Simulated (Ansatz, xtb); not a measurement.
System: ClF (charge 0, singlet). SMILES: ClF
Structure (B3LYP-D3(BJ)/def2-TZVP (Ansatz, an electronic-structure program) minimum search):
```
F
Cl 1 1.6409
```
Charge 0, spin multiplicity 1.

Harmonic wavenumbers from GFN2-xTB (xtb, at its own minimum), cm⁻¹: 662.

Problem. Give the harmonic wavenumbers at B3LYP-D3(BJ)/def2-TZVP (Ansatz, finite differences of forces, unscaled).

Solution. 781 cm⁻¹. Zero-point energy 1.1 kcal/mol.

Problem. From these and the geometry, give the ideal-gas thermochemistry at 298.15 K and 1 atm (rigid rotor, harmonic oscillator).

Solution. Point group C∞v, rotational symmetry number 1. Rotational constants 15.17, 15.17 GHz. S(trans) 37.91, S(rot) 13.94, S(vib) 0.22, S(elec, spin only) 0.00, S 52.1 cal/(mol K). H(298) - H(0) 2.13 kcal/mol; G - E(el) -12.3 kcal/mol. Tabulated S at 1 bar: 52.1 cal/(mol K) (CRC Handbook, as tabulated in the package chemicals).
